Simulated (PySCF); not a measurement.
1,2,4,5-tetracyanobenzene radical anion, C10H2N4 (charge -1 and doublet state).
Bonds: N1–C2 (triple), C2–C3, C3–C4 (aromatic), C4–C5 (aromatic), C5–C6, C6–N7 (triple), C5–C8 (aromatic), C8–C9, C9–N10 (triple), C8–C11 (aromatic), C11–C12 (aromatic), C12–C13, C13–N14 (triple), C3–C12 (aromatic). Hydrogens: H15 on C4; H16 on C11.

The calculation used PySCF, PBE0-D3(BJ)/def2-SVP geometry optimisation, gas phase.

Problem. Give the optimised bond lengths and angles.

Solution. 
```tsv
bond	length (bohr)	order
N1≡C2 and 3 like bonds	2.203	triple
C2–C3 and 3 like bonds	2.675	single
C3–C4 and 3 like bonds	2.638	aromatic
C3–C12, C5–C8	2.754	aromatic
C4–H15, C11–H16	2.063	single
```

Bonds in one row agree within 0.02 bohr and their mean is given. Orders are formal, as drawn. A selection of angles:
```tsv
angle	degrees
N1–C2–C3	179.0
C2–C3–C4	119.6
C2–C3–C12	121.8
C4–C3–C12	118.6
C3–C4–C5	122.7
C3–C4–H15	118.6
```

The 10 C–C bonds span 1.396 Å (C4–C5, aromatic) to 1.457 Å (C3–C12, aromatic), a spread of 0.061 Å. C4 (carbon bonded to 2 C and H) is planar (angles 122.7°, 118.6° and 118.6°, sum 360.0°, 0.00 Å off the plane of its three neighbours). C3 (carbon bonded to 3 C) is planar (angles 121.8°, 119.6° and 118.6°, sum 360.0°, 0.00 Å off the plane of its three neighbours). The 14 heavy atoms lie in one plane (0.001 Å rms). All 4 C–N bonds measure 1.166 Å.

Point group: D2h (every atom within 0.08 Å of its image). Whether it is a minimum is left open (no frequencies). ⟨S²⟩ = 0.770 (exact for a doublet: 0.75). Whether the extra electron is bound in the gas phase wasn't checked; a finite basis holds it in any case.

Hardware: one thread, Arm Neoverse V1, on a shared host. Cost: 4.4 min wall. That covers the optimisation of the geometry.
